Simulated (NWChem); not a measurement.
**C2 (SMILES [C]#[C]) at 4 levels**

We compute a comparison of 4 runs (B3LYP/6-31G*, B3LYP/aug-cc-pVTZ, PBE0/aug-cc-pVTZ, CCSD(T)/aug-cc-pVTZ) of C2. 

The results are computed with NWChem 7.3.0.

13 further runs of the same task are left out: 13 set aside as unsound or not needed. Runs told in other sessions of the task aren't counted.

## 1. Starting point

C2 has 2 atoms, charge 0, and is taken as a singlet. As SMILES, `[C]#[C]`. The C1–C2 distance was set to 2.243 Å, away from the relaxed value.

Bond lengths: C1–C2 2.243 Å.

## 2. A single-point energy at B3LYP/6-31G(d) (Cartesian functions) (run 1)

Input file mymol.xyz:

```xyz
2

C      0.000000     0.000000    -1.039640
C      0.000000     0.000000     1.203460
```

Input file mymol.nw:

```
start mymol
memory stack 880 mb heap 220 mb global 1100 mb
geometry units angstrom noautosym nocenter noautoz
 load mymol.xyz
end
basis
 * library 6-31G*
end
dft
 xc b3lyp
 grid xfine
 convergence energy 1e-08
 iterations 100
 mulliken
end
task dft energy
```

Run with:

```bash
$ nwchem mymol.nw > mymol.out
```

Output:

```text
[...]
          Wavefunction type:  closed shell.
          No. of atoms     :     2
          No. of electrons :    12
[...]
          Charge           :     0
          Spin multiplicity:     1
[...]
          AO basis - number of functions:    30
[...]
              XC Information
              --------------
                         B3LYP Method XC Potential
                     Hartree-Fock (Exact) Exchange  0.200
                        Slater Exchange Functional  0.800 local
                    Becke 1988 Exchange Functional  0.720 non-local
              Lee-Yang-Parr Correlation Functional  0.810
                  VWN I RPA Correlation Functional  0.190 local
[...]
 d= 0,ls=0.0,diis     1    -75.6620501137 -8.42D+01  1.91D-02  2.47D-01     0.1
[...]
 d= 0,ls=0.0,diis     8    -75.6955139566 -1.37D-11  5.75D-09  9.78D-14     0.8
         Total DFT energy =      -75.695513956634
      One electron energy =     -117.824964068144
           Coulomb energy =       43.942342758567
    Exchange-Corr. energy =      -10.305773465562
 Nuclear repulsion energy =        8.492880818505
[...]
      Total Density - Mulliken Population Analysis
     ---------------------------------------------
    Atom       Charge   Shell Charges
 -----------   ------   -------------------------------------------------------
    1 C    6     6.00   1.99  0.96  1.13  1.10  0.89 -0.07
    2 C    6     6.00   1.99  0.96  1.13  1.10  0.89 -0.07
[...]
```

Run time: 1.3 s. Hardware: 1 thread of AMD EPYC 9B45 (Zen 5), shared host; peak memory 0.11 GiB.

## 3. The energy at B3LYP/aug-cc-pVTZ (run 2)

Input file c2.nw:

```
echo
start c2
title "C2"
memory stack 880 mb heap 220 mb global 1100 mb
geometry units bohr noautosym nocenter noautoz
  C    0.00000000   0.00000000  -1.96463487
  C    0.00000000   0.00000000   2.27420980
end
basis "ao basis" spherical bse
  * library aug-cc-pVTZ
end
dft
  xc b3lyp
  grid fine
  convergence energy 1e-08
  maxiter 100
  mulliken
end
task dft energy
```

Run with:

```bash
$ nwchem c2.nw > c2.out
```

Output:

```text
[...]
          Wavefunction type:  closed shell.
          No. of atoms     :     2
          No. of electrons :    12
[...]
          Charge           :     0
          Spin multiplicity:     1
[...]
          AO basis - number of functions:    92
[...]
              XC Information
              --------------
                         B3LYP Method XC Potential
                     Hartree-Fock (Exact) Exchange  0.200
                        Slater Exchange Functional  0.800 local
                    Becke 1988 Exchange Functional  0.720 non-local
              Lee-Yang-Parr Correlation Functional  0.810
                  VWN I RPA Correlation Functional  0.190 local
[...]
 d= 0,ls=0.0,diis     1    -75.6733485508 -8.42D+01  5.17D-03  3.27D-01     0.6
[...]
 d= 0,ls=0.0,diis     7    -75.7236623966 -2.03D-10  1.76D-07  2.63D-10     3.1
         Total DFT energy =      -75.723662396582
      One electron energy =     -117.697582678643
           Coulomb energy =       43.761245086192
    Exchange-Corr. energy =      -10.280205011511
 Nuclear repulsion energy =        8.492880207380
[...]
      Total Density - Mulliken Population Analysis
     ---------------------------------------------
    Atom       Charge   Shell Charges
 -----------   ------   -------------------------------------------------------
    1 C    6     6.00   1.94  0.28  1.08  0.67  0.01  0.50  0.87  0.60  0.04  0.00  0.01  0.00  0.00  0.00
    2 C    6     6.00   1.94  0.28  1.08  0.67  0.01  0.50  0.87  0.60  0.04  0.00  0.01  0.00  0.00  0.00
[...]
```

Run time: 3.6 s. Hardware: 1 thread of AMD EPYC 9B45 (Zen 5), shared host; peak memory 0.11 GiB.

## 4. A single-point energy at PBE0/aug-cc-pVTZ (run 3)

Input file test.nw:

```
start test
memory total 2200 mb
geometry noautosym nocenter noautoz
  C      0.000000     0.000000    -1.039640
  C      0.000000     0.000000     1.203460
end
basis spherical bse
  C library aug-cc-pVTZ
end
dft
  xc pbe0
  grid fine
  convergence energy 1e-08
  iterations 100
  mulliken
end
task dft
```

Run with:

```bash
$ nwchem test.nw > test.out
```

Output:

```text
[...]
          Wavefunction type:  closed shell.
          No. of atoms     :     2
          No. of electrons :    12
[...]
          Charge           :     0
          Spin multiplicity:     1
[...]
          AO basis - number of functions:    92
[...]
              XC Information
              --------------
                         PBE0 Method XC Functional
                     Hartree-Fock (Exact) Exchange  0.250
          PerdewBurkeErnzerhof Exchange Functional  0.750
            Perdew 1991 LDA Correlation Functional  1.000 local
           PerdewBurkeErnz. Correlation Functional  1.000 non-local
[...]
 d= 0,ls=0.0,diis     1    -75.5618101757 -8.41D+01  4.73D-03  2.45D-01     0.6
[...]
 d= 0,ls=0.0,diis     7    -75.6051597923 -2.28D-10  1.28D-07  1.86D-11     3.1
         Total DFT energy =      -75.605159792348
      One electron energy =     -117.634290947098
           Coulomb energy =       43.690055611754
    Exchange-Corr. energy =      -10.153805275509
 Nuclear repulsion energy =        8.492880818505
[...]
      Total Density - Mulliken Population Analysis
     ---------------------------------------------
    Atom       Charge   Shell Charges
 -----------   ------   -------------------------------------------------------
    1 C    6     6.00   1.95  0.26  1.09  0.67  0.01  0.48  0.89  0.60  0.03  0.00  0.01  0.00 -0.00  0.00
    2 C    6     6.00   1.95  0.26  1.09  0.67  0.01  0.48  0.89  0.60  0.03  0.00  0.01  0.00 -0.00  0.00
[...]
```

It took 3.6 s on 1 thread of AMD EPYC 9B45 (Zen 5), shared host; peak memory 0.11 GiB.

## 5. The energy at CCSD(T)/aug-cc-pVTZ (run 4)

Input file job.nw:

```
start job
memory stack 880 mb heap 220 mb global 1100 mb

geometry units angstrom noautosym nocenter noautoz
  C        0.000000       0.000000      -1.039640
  C        0.000000       0.000000       1.203460
end

basis spherical bse
  * library aug-cc-pVTZ
end

scf
  thresh 1e-08
  maxiter 80
end

ccsd
  freeze core 2
  maxiter 60
end

task ccsd(t) energy
```

Run with:

```bash
$ nwchem job.nw > job.out
```

Output:

```text
[...]
  functions       =    92
[...]
  wavefunction    = RHF
[...]
         Total SCF energy =    -75.223141440427
      One-electron energy =   -117.230722195630
      Two-electron energy =     33.514699936698
 Nuclear repulsion energy =      8.492880818505
        Time for solution =      5.1s
[...]
 Total MP2 energy:            -75.559125041695012
[...]
             energy      energy      error      ampl     ampl      Block
                                                time     time      time
[...]
 Total CCSD energy:            -75.563982371655541
[...]
 Total CCSD+T(CCSD) energy:            -75.604065334630761
[...]
 Total CCSD(T) energy:                 -75.600236417391216
[...]
```

Wall time 78 s (1 thread of AMD EPYC 9B45 (Zen 5), shared host); peak memory 0.16 GiB.

## 6. All runs side by side

```
run                               level  Cartesian functions  integration grid  energy (Eh)  dipole moment (D) of the reference  HOMO energy (eV)  LUMO energy (eV)  wall time
  1  B3LYP/6-31G* (Cartesian functions)                  yes             xfine   -75.695514                                0.00             -6.05             -4.57      1.3 s
  2                   B3LYP/aug-cc-pVTZ                   no              fine   -75.723662                                0.00             -6.64             -5.16      3.6 s
  3                    PBE0/aug-cc-pVTZ                   no              fine   -75.605160                                0.00             -6.74             -4.90      3.6 s
  4                 CCSD(T)/aug-cc-pVTZ                   no                 –   -75.600236                                   –             -8.43             -0.74       78 s
```

## 7. Outcome

| quantity | value |
| --- | --- |
| run 4: total energy | -75.60024 Eh |
| run 4: HOMO energy (Hartree–Fock orbitals) | -8.43 eV |
| run 4: LUMO energy (Hartree–Fock orbitals) | -0.74 eV |
| run 4: HOMO–LUMO gap (Hartree–Fock orbitals) | 7.69 eV |
| run 4: correlation energy (2 core orbitals frozen) | -377.1 mEh |
| run 4: (T) correction | -36.25 mEh |

**Reading.** Over runs 1, 2, 3 the HOMO–LUMO gap runs from 1.48 eV (B3LYP/aug-cc-pVTZ) to 1.83 eV (PBE0/aug-cc-pVTZ). Totals of different functionals can't be ranked against each other. In all runs a closed-shell determinant meets a far-stretched bond; if it breaks into open shells, such a determinant describes it badly, and no broken-symmetry solution was shown. All runs together took 87 s, the longest 78 s.
